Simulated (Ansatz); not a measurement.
## Solid CO2 (dry ice)

All values below come from r²SCAN in Ansatz (PAW).

Cell: relaxed at this level.

lattice energy: 20 kJ/mol
volume per molecule: 43.42 Å³

Measured, for comparison: lattice energy 28 kJ/mol (sublimation enthalpy back-corrected for vibrations incl. anharmonic terms (X23); as tabulated in Klimeš (2016), arXiv:1606.06868). Computed (rounded) less measured: lattice energy -8 kJ/mol.

Note: the cell comes from a level without a dispersion term, which matters for the spacing of layers, chains or molecules.

Computed values are for the static lattice.

Ansatz is a program for electronic structure.
